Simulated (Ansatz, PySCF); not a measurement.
This Ansatz (a first-principles code) input computes a BLYP/def2-TZVPD energy:

Ansatz 0.2 input:
```yaml
crystal:
  periodic: [false, false, false]
  atoms:
    - {symbol: O, position_ang: [-0.30458721, 0.19762960, 1.31889288]}
    - {symbol: C, position_ang: [-0.03243289, 0.06952811, 0.12404499]}
    - {symbol: C, position_ang: [0.06384060, 1.22182198, -0.72543176]}
    - {symbol: C, position_ang: [0.20799554, -1.29522990, -0.48804874]}
    - {symbol: H, position_ang: [0.10765842, -2.06113252, 0.27710537]}
    - {symbol: H, position_ang: [-0.10669852, 2.19920992, -0.29602167]}
    - {symbol: H, position_ang: [0.30111069, 1.13922735, -1.77801202]}
    - {symbol: H, position_ang: [1.20692602, -1.34813023, -0.92741048]}
    - {symbol: H, position_ang: [-0.50871857, -1.48693247, -1.29019125]}
basis:
  gaussian:
    orbitals: def2-TZVPD
hamiltonian:
  xc: {name: BLYP}
magnetization: {spin_polarized: true, initial_magnetization: 1}
output: {forces: true}
```

Write an input for the same energy in PySCF and say what it gives.


```python
from pyscf import gto, scf, dft

mol = gto.M(
    atom='''
    O    -0.30458721    0.19762960    1.31889288
    C    -0.03243289    0.06952811    0.12404499
    C     0.06384060    1.22182198   -0.72543176
    C     0.20799554   -1.29522990   -0.48804874
    H     0.10765842   -2.06113252    0.27710537
    H    -0.10669852    2.19920992   -0.29602167
    H     0.30111069    1.13922735   -1.77801202
    H     1.20692602   -1.34813023   -0.92741048
    H    -0.50871857   -1.48693247   -1.29019125
    ''',
    basis='def2-tzvpd',
    charge=0,
    spin=1,
    verbose=4,
)

mf = dft.UKS(mol, xc='blyp').density_fit(auxbasis='def2-universal-jkfit')
mf.grids.level = 3
mf.conv_tol = 1e-9
mf.max_cycle = 100
mf.max_memory = 1500
mf.kernel()
if not mf.converged:
    mf = mf.newton()
    mf.kernel(mf.make_rdm1())
for _ in range(2):
    mo, _, stable, _ = mf.stability(return_status=True)
    if stable:
        break
    mf.kernel(mf.make_rdm1(mo, mf.mo_occ))
mf.analyze()
```
It gives -192.50559 Eh, and Ansatz -192.50547 Eh, a difference of 0.12 mEh, from the treatment of integrals and grids.

It need not be the lowest isomer of its formula.
